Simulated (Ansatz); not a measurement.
The cluster SiS2⁻. The state is a doublet with charge -1. Geometry PBE-D4/def2-TZVPD, basis def2-TZVPD, Ansatz.

```xyz
3

Si   -0.387   -0.361    0.060
S     0.076    0.607    1.784
S     0.311   -0.246   -1.843
```

```json
{"run": "A", "HOMO (eV)": "-0.26", "LUMO (eV)": "1.33"}
{"run": "B", "HOMO (eV)": "0.01", "LUMO (eV)": "0.97"}
{"run": "C", "HOMO (eV)": "-1.02", "LUMO (eV)": "1.75"}
{"run": "D", "HOMO (eV)": "-2.78", "LUMO (eV)": "3.05"}
{"run": "E", "HOMO (eV)": "-1.24", "LUMO (eV)": "2.01"}
{"run": "F", "HOMO (eV)": "-2.19", "LUMO (eV)": "2.55"}
```

The structure comes from a short search, and lower isomers may exist.

HOMO and LUMO are taken over both spins.

The runs used CAM-B3LYP, PBE, PBE0, r2SCAN, r2SCAN0, ωB97M-V. Estimate which is which.

A r2SCAN (0 % exact exchange); B PBE (0 % exact exchange); C PBE0 (25 % exact exchange); D ωB97M-V (range-separated); E r2SCAN0 (25 % exact exchange); F CAM-B3LYP (range-separated). Exact exchange lowers occupied and raises empty levels; among semilocal functionals meta-GGAs tend to open the gap a little, and such runs are hard to tell apart. The gap grows from 0.96 eV (PBE) to 5.83 eV (ωB97M-V). At PBE-D4/def2-TZVPD the highest occupied level of the charge -1 doublet lies above zero (up to 0.01 eV). By energy differences its removal costs 2.68 eV (vertical, to the charge 0 singlet, at PBE-D4/def2-TZVPD); a positive level beside a positive removal energy at the same level points to self-interaction error.
